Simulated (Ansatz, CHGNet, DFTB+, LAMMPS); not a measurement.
How well does each level of theory give the c axis length of hcp Os?

Reference value: 4.320 Å (measured, 293 K, no zero-point or thermal correction; as tabulated in Wikipedia's data pages).

Question: What do Lennard-Jones uff-vdw, GFN1-xTB as cut by DFTB+, CHGNet-r²SCAN, LDA, PBE, PBE+SOC, PBEsol, PBE-D3(BJ), r²SCAN+SOC, r²SCAN-D4, HSE06, Hartree–Fock give, and how far is each from the reference?

Answer: 
```
level (code)                    value (Å)  difference (%)
------------------------------  ---------  --------------
Lennard-Jones uff-vdw (LAMMPS)      4.951           +14.6
GFN1-xTB as cut by DFTB+            4.404           +1.94
CHGNet-r²SCAN                       4.305           -0.35
LDA (Ansatz)                        4.288           -0.74
PBE (Ansatz)                        4.346           +0.60
PBE+SOC (Ansatz)                    4.344           +0.56
PBEsol (Ansatz)                     4.308           -0.28
PBE-D3(BJ) (Ansatz)                 4.322           +0.05
r²SCAN+SOC (Ansatz)                 4.315           -0.12
r²SCAN-D4 (Ansatz)                  4.312           -0.19
HSE06 (Ansatz)                      4.302           -0.42
Hartree–Fock (Ansatz)               4.270           -1.16
```

Leaving aside Lennard-Jones uff-vdw (doubt noted below): The reference is not for a static lattice or low temperature, so close values are not ranked against it. Off by more than 1.75 %, or 2.45 % on the side where a correction would as a rule narrow the miss (bounds picked here): GFN1-xTB as cut by DFTB+ (+1.94 %).

The measured value isn't corrected to a static lattice, so vibrations enter the comparison.  Density-functional levels without +SOC have no spin–orbit coupling. Lennard-Jones uff-vdw: the cell moved over 20 % in volume from its start. Lennard-Jones uff-vdw: this is a force field's van der Waals term alone, without bonds or charges. GFN1-xTB as cut by DFTB+: the method was fitted mainly to molecules. GFN1-xTB as cut by DFTB+: codes differ in how they cut the long-range tail of xTB's charge interaction in a crystal, so the value belongs to this code. Cutoffs and k meshes differ between the levels. Ansatz's density-functional and Hartree–Fock values are scalar-relativistic unless marked +SOC, with PAW data made under PBE.

Machine-learned potentials (CHGNet-r²SCAN) are trained on DFT data: a solid inside that data is no test of them.

Differences are worked out from the printed values.

Ansatz is a first-principles code.
